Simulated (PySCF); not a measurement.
C3H2ClN2 (charge -1).
Numbering: `[Cl:1][c:2]1[cH:3][n:4][n-:5][cH:6]1`

NICS = −σ at a ghost point: NICS(0) at the centroid of the ring atoms, NICS(1) 1 Å to either side along the normal of their mean plane, zz for the tensor component along that normal. Level: GIAO KT3/pcSseg-2 (PySCF, non-relativistic, gas phase) on the PBE0-D3(BJ)/def2-SVP geometry, one conformer.

Ring bond lengths (Å): C2–C3 1.400, C3–N4 1.343, N4–N5 1.343, N5–C6 1.343, C6–C2 1.400.

Question: Give the NICS values of each ring in ppm.

Answer: 
```
          ring                                                 type  NICS(0)  NICS(1), two faces  NICS(1)zz, two faces  rms pucker (Å)  centre to ring atoms, mean (Å)
C2–C3–N4–N5–C6  5-membered ring with 2 N; formal bonds all aromatic    -12.2       -10.5 / -10.5         -31.4 / -31.4            0.00                            1.16
```

Question: What can be read from them?

Answer: 
- C2–C3–N4–N5–C6: mean NICS(1)zz -31.4 ppm, shielded. The ring is flat and has no four-coordinate atom; by the NICS criterion it is aromatic.

Question: And the bond-length index? HOMA = 1 − mean of α(R − Ropt)² over the ring bonds, with Krygowski's 1993 parameters (CC: Ropt 1.388 Å, α 257.7 Å⁻²; CN: Ropt 1.334 Å, α 93.52 Å⁻²; NN: Ropt 1.309 Å, α 130.33 Å⁻²).

Answer: 
- C2–C3–N4–N5–C6: HOMA 0.95; the largest term is that of N4–N5, α(R − Ropt)² = 0.15. The geometric and the magnetic index point the same way.

Question: At the first NICS(1) probe listed for ring C2–C3–N4–N5–C6, 1 Å off the ring, what do the in-plane components average?

Answer: The isotropic value is a third of the trace: (3 × -10.5 − (-31.4))/2 = -0.1 ppm.

Question: What are the shieldings of the ring atoms and their hydrogens in the same run (means over atoms taken as equivalent)?

Answer: 
| atoms | environment | σ isotropic (ppm) |
| --- | --- | --- |
| C2 | aromatic C–Cl carbon | 79.0 |
| C3 (×2) | aromatic CH next to a ring nitrogen | 54.3 |
| N4 (×2) | nitrogen bonded to C and N | -87.5 |
| H on C3 (×2) | aromatic hydrogen | 24.36 |

Question: How do the values depend on the level or the medium?

Answer: 
```tsv
level	NICS(0), C2–C3–N4–N5–C6	mean NICS(1)zz, C2–C3–N4–N5–C6
KT3/pcSseg-2, gas	-12.2	-31.4
PBE0/pcSseg-1, gas	-12.9	-32.4
B97-2/pcSseg-2, gas	-12.2	-32.2
BHandHLYP/pcSseg-2, gas	-12.6	-33.2
CAM-B3LYP/pcSseg-2, gas	-11.7	-32.3
LC-wPBE/pcSseg-2, gas	-11.7	-32.6
WP04/pcSseg-2, gas	-12.5	-31.0
wB97X-D/pcSseg-2, gas	-12.0	-32.5
```

The geometry is the same throughout.
